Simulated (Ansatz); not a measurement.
Pulling the pair apart

The pair of CH4 (SMILES C, atoms 1–5) and SiH4O (SMILES [SiH3]O, atoms 6–11), both closed shells, in one local arrangement (a lower one may exist), relaxed at PBE0-D4/def2-TZVP:

| atom | x (Å) | y (Å) | z (Å) |
| --- | --- | --- | --- |
| C1 | 0.0102 | -0.0380 | -2.3188 |
| H2 | 0.6293 | 0.6858 | -2.8489 |
| H3 | 0.4886 | -0.3118 | -1.3789 |
| H4 | -0.1177 | -0.9259 | -2.9379 |
| H5 | -0.9657 | 0.4029 | -2.1150 |
| Si6 | -0.3612 | 0.1973 | 2.0029 |
| O7 | 0.8934 | -0.5121 | 1.2019 |
| H8 | 0.0445 | 1.4901 | 2.6194 |
| H9 | -1.4114 | 0.4303 | 0.9866 |
| H10 | -0.8865 | -0.6821 | 3.0832 |
| H11 | 1.6764 | -0.7364 | 1.7056 |

SiH4O is shifted rigidly along the line between the mean atom positions of the two fragments (negative: closer). Counterpoise interaction energies in kcal/mol. Ansatz 0.2.0; basis: def2-TZVPPD; cores frozen in the correlated methods. B3LYP uses VWN-RPA correlation.

```tsv
shift (Å)	B3LYP-D4	r2SCAN-D4	wB97M-V
-0.43	0.00	0.27	0.17
-0.22	-0.71	-0.46	-0.55
0.00	-0.86	-0.66	-0.73
0.22	-0.79	-0.64	-0.70
0.52	-0.59	-0.51	-0.54
1.09	-0.30	-0.28	-0.30
2.17	-0.10	-0.09	-0.09
4.34	-0.03	-0.02	-0.01
```

(1) What does CCSD(T) give at these shifts? (An estimate is asked for; the value comes from the calculation.)

The T1 diagnostic stays at or below 0.011.

Results:

(1) The calculation gives: 0.33, -0.48, -0.71, -0.70, -0.56, -0.30, -0.09, -0.01 kcal/mol. For zero shift, CCSD(T) at an estimated basis limit (MP2 extrapolated from triple and quadruple zeta, plus CCSD(T) − MP2 in triple zeta) gives -0.81 kcal/mol. These are counterpoise interaction energies, counted from the two frozen fragments.

For scale, one of the runs: CCSD(T)/def2-TZVPPD, 261 basis functions, launched by `ansatz run in.yaml --threads 4 --pin off --events-out ev --progress --plain --max-ram 9574MiB`. Time: 93 s of wall clock on 4 CPU threads of an AMD EPYC 7R43; the host was shared. Peak host memory: 6.1 GiB.
